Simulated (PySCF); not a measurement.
## Vibration and rotation of LiF⁻

UHF-CCSD(T) constants of LiF⁻, ²Σ⁺ (doublet), unpaired electrons σ ↑ (Li aug-cc-pVDZ, F aug-cc-pVDZ; no relativity (PySCF 2.14); masses 7.0160 and 18.9984 u):

```
ωe            : 852.1 cm⁻¹
ωexe          : 15.2 cm⁻¹
Be            : 1.2578 cm⁻¹
αe            : 0.0239 cm⁻¹
De to Li + F⁻ : 2.97 eV
```

Q: What force constant and bond length do these constants imply?

A: Reduced mass μred = 5.1238 u; k = 5.8918×10⁻⁷·μred·ωe² (u, cm⁻¹, mdyn/Å) = 2.19 mdyn/Å; Re = √(16.8576/(μred·Be)) (u, cm⁻¹, Å) = 1.617 Å.

Q: Estimate the centrifugal constant D from the Kratzer relation and find the Dunham coefficient a1.

A: D = 4Be³/ωe² = 1.1e-05 cm⁻¹; a1 = −1 − αeωe/(6Be²) = -3.15.

Correlated steps freeze 1 core orbital. Correlated levels converge slowly with the basis: in double zeta they bind strong bonds too weakly, by up to about 1 eV, and carry superposition errors of some tenths. For an ion De counts to the pair picked by the measured ionisation energies or electron affinities, which need not be the lowest pair at this level. The state is the lowest determinant that a PBE0 search found; another state may lie lower at other levels.
